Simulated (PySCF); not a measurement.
**Gas-phase thermal properties of (CH3)3SiF**

Energies from PySCF (xtb for GFN2), thermal terms from the rigid-rotor harmonic-oscillator model, ideal gas at 1 bar. 6-31G* has spherical d functions here. All species are closed-shell singlets. B3LYP is the form with VWN-RPA correlation. The harmonic model lacks anharmonicity and excited electronic states, which grow with temperature; levels with a mode under 35 cm⁻¹ are left out. Internal rotation in (CH3)3SiF is treated as a harmonic vibration of one conformer, which makes the entropy rough.

```json
[
 {"level": "B3LYP/6-31G*", "point group": "C3v", "σ": "3", "ZPE (kJ/mol)": "300.4", "S°298 (J/mol/K)": "352.2", "Cp298 (J/mol/K)": "127.4", "S°1000 (J/mol/K)": "575.6", "H1000 − H298 (kJ/mol)": "137.8"},
 {"level": "GFN2-xTB", "point group": "C3v", "σ": "3", "ZPE (kJ/mol)": "296.4", "S°298 (J/mol/K)": "370.8", "Cp298 (J/mol/K)": "128.2", "S°1000 (J/mol/K)": "594.6", "H1000 − H298 (kJ/mol)": "138.1"},
 {"level": "HF/6-31G*", "point group": "C3v", "σ": "3", "ZPE (kJ/mol)": "317.7", "S°298 (J/mol/K)": "347.5", "Cp298 (J/mol/K)": "122.2", "S°1000 (J/mol/K)": "563.1", "H1000 − H298 (kJ/mol)": "133.3"},
 {"level": "PBE/def2-SVP", "point group": "C3v", "σ": "3", "ZPE (kJ/mol)": "288.7", "S°298 (J/mol/K)": "355.9", "Cp298 (J/mol/K)": "132.2", "S°1000 (J/mol/K)": "586.3", "H1000 − H298 (kJ/mol)": "141.8"},
 {"level": "PBE0/def2-TZVP", "point group": "C3v", "σ": "3", "ZPE (kJ/mol)": "297.3", "S°298 (J/mol/K)": "352.7", "Cp298 (J/mol/K)": "129.1", "S°1000 (J/mol/K)": "578.8", "H1000 − H298 (kJ/mol)": "139.3"}
]
```
σ: rotational symmetry number. Electronic degeneracy used: 1. Frequencies are unscaled.
